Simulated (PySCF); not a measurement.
Molecule: `O=C(N)CS`, C2H5NOS.

Mapped SMILES: `[NH2:1][C:2](=[O:3])[CH2:4][SH:5]`. Hydrogens are named by the atom that carries them. Ha(N1) is cis to the C=O or C=S heteroatom; Hb(N1) is trans to the C=O or C=S heteroatom.

Geometry PBE0-D3(BJ)/def2-SVP throughout; GIAO in PySCF 2.14.0 with density-fitted response routines, gas phase, one conformer, non-relativistic; equivalent atoms averaged; basis pcSseg-2.

For orientation, mPW1PW91 gives these absolute shieldings σ: N1 147.3, C2 8.6, C4 150.1, O3 -79.3, S5 583.6, Hb(N1) 24.21, Ha(N1) 26.58, H(C4) 28.32, H(S5) 29.32 ppm.

A run gave: N1 148.6, C2 7.3, C4 150.7, O3 -78.6, S5 583.5, Hb(N1) 24.38, Ha(N1) 26.61, H(C4) 28.43, H(S5) 29.37 ppm (absolute shieldings σ).

Which functional was used in that run?
A. BP86
B. wB97X-D
C. WP04
D. BLYP

Answers

B. S5 tells them apart best: wB97X-D gives 583.5, BLYP gives 531.4, WP04 gives 520.3, BP86 gives 557.4 ppm.
